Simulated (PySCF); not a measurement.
# How the functional moves excitation energies

Compound: pyranone, C5H4O2.
SMILES: `O=c1ccocc1`

Linear-response calculations in the def2-SVPD basis (PySCF; singlets by full response, triplets Tamm–Dancoff, core orbitals frozen in the response; HF means time-dependent Hartree–Fock). 'Strongest' is the level of largest summed f among the singlets computed (10 roots, of which the last may lack a degenerate partner); it can jump between rows when another state enters that window. S1 is the lowest singlet of each run and needn't be the same state throughout; f(S1) is that of one state. Isolated species at its PBE0-D3(BJ)/def2-SVP geometry, gas phase.

```
functional                               kind  S1 (eV)  f(S1)  strongest (eV)  T1 (eV)  HOMO (eV)  gap (eV)  ionisation energy, ΔSCF (eV)
       LDA                                LDA     3.45  0.000            5.27     3.10      -5.74      3.26                          9.42
       PBE                                GGA     3.50  0.000            5.27     3.10      -5.57      3.34                          9.13
     B3LYP  global hybrid, 20% exact exchange     3.96  0.000            7.46     3.54      -6.99      5.44                          9.30
      PBE0  global hybrid, 25% exact exchange     4.03  0.000            7.59     3.57      -7.26      5.92                          9.23
 BHandHLYP  global hybrid, 50% exact exchange     4.48  0.000            7.83     3.74      -8.52      8.23                          9.16
 CAM-B3LYP             range-separated hybrid     4.24  0.000            7.73     3.77      -8.75      8.51                          9.39
   wB97X-D             range-separated hybrid     4.24  0.000            7.75     3.82      -9.20      9.62                          9.33
        HF                       Hartree–Fock     5.16  0.000            6.69     3.54     -10.05     12.31                   not settled
```

Problem. What does LC-wPBE (range-separated hybrid) give?

Solution. S1 (eV) 4.34, f(S1) 0.000, strongest (eV) 8.04, T1 (eV) 3.75, HOMO (eV) -10.04, gap (eV) 10.89, ionisation energy, ΔSCF (eV) 9.46. S1 runs from 3.45 eV (LDA) to 5.16 eV (HF), a spread of 1.72 eV, while the orbital gap spreads over 9.0 eV. Along PBE (0%), B3LYP (20%), PBE0 (25%), BHandHLYP (50%), HF (100%) S1 rises with the share of exact exchange. −ε(HOMO) comes closest to its own ΔSCF ionisation energy with wB97X-D (-0.13 eV) and misses most with LDA (-3.68 eV). The lowest singlet of a reference set is 1A2(n→π*) at 4.01 eV (computed, theoretical best estimate (aug-cc-pVTZ), gas; Loos, Jacquemin, substituted benzenes, arXiv:2401.13809 (2024)). The lowest computed singlet differs from it by PBE0 +0.02, B3LYP -0.05, wB97X-D +0.23, CAM-B3LYP +0.23, LC-wPBE +0.34, BHandHLYP +0.47, PBE -0.51, LDA -0.56, HF +1.15 eV; geometry and basis of the reference needn't be the same. The lowest triplet of a reference set is 3A2(n→π*) at 3.82 eV (computed, theoretical best estimate (aug-cc-pVTZ), gas; Loos, Jacquemin, substituted benzenes, arXiv:2401.13809 (2024)). The lowest computed triplet differs from it by wB97X-D 0.00, CAM-B3LYP -0.05, LC-wPBE -0.07, BHandHLYP -0.08, PBE0 -0.25, HF -0.28, B3LYP -0.28, LDA -0.72, PBE -0.72 eV; geometry and basis of the reference needn't be the same. 'Not settled' means that the ion's SCF failed to converge or may have ended in another state than the lowest.
